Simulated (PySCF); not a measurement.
# Cl₂⁺: energy against distance

Set-up: PySCF, no relativity, basis sets Cl def2-TZVPPD. Energies in eV from Cl⁺ + Cl in their ground configurations at the same level. All curves are PBE0. state 1: doublet, unpaired electrons π ↑; state 2: ⁴Σu⁻ (quartet), unpaired electrons σ ↑, π ↑↑, a second solution, started from another occupation.

```tsv
R (Å)	state 1	state 2
1.625	-2.665	2.634
1.701	-3.553	1.125
1.777	-4.029	0.035
1.833	-4.192	-0.573
1.890	-4.232	-1.037
1.947	-4.179	-1.383
2.022	-4.004	-1.699
2.117	-3.674	-1.913
2.230	-3.189	-1.982
2.381	-2.491	-1.878
```

Task: Put a parabola through the three lowest points of the state 1 curve and estimate Re, k and ωe (reduced mass 17.48 u; 1 eV/Å² = 0.16022 mdyn/Å; ωe = 1302.8·√(k/μ) cm⁻¹).

Result: Through R = 1.833, 1.89, 1.947 Å the second-order coefficient is 14.3 eV/Å², so Re ≈ 1.886 Å, k ≈ 4.59 mdyn/Å and ωe ≈ 667 cm⁻¹. A polynomial fit of higher order to the unrounded PBE0 energies gives Re = 1.883 Å, k = 4.76 mdyn/Å, ωe = 679 cm⁻¹; anharmonicity and rounding make the difference.

The higher-order fit for each curve: state 1: Re = 1.883 Å, ωe = 679 cm⁻¹, De = 4.23 eV; state 2: Re = 2.224 Å, ωe = 403 cm⁻¹, minimum 1.98 eV below the ground-state fragments.

The state was picked by a PBE0 search and need not be the measured ground state.
